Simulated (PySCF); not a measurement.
OH was optimised in PySCF in the def2-SVP basis family (density fitting, no spin–orbit coupling) with several functionals.

One of them gave a doublet of C∞v symmetry with a mean bond of 0.990 Å to O, wavenumbers 3572 cm⁻¹.

**Question.** Which level of theory was it?
A. PBE
B. B3LYP
C. PBE0

**Answer.** A. That is PBE, with O–H 0.990 Å. The others give B3LYP 0.981 Å and 3675 cm⁻¹ for the highest mode; PBE0 0.976 Å and 3755 cm⁻¹ for the highest mode.

The entropy of OH lacks the orbital degeneracy of a ²Π state, up to R ln 2. Each species is the lowest minimum found with this bonding; other isomers or fragments can lie lower.
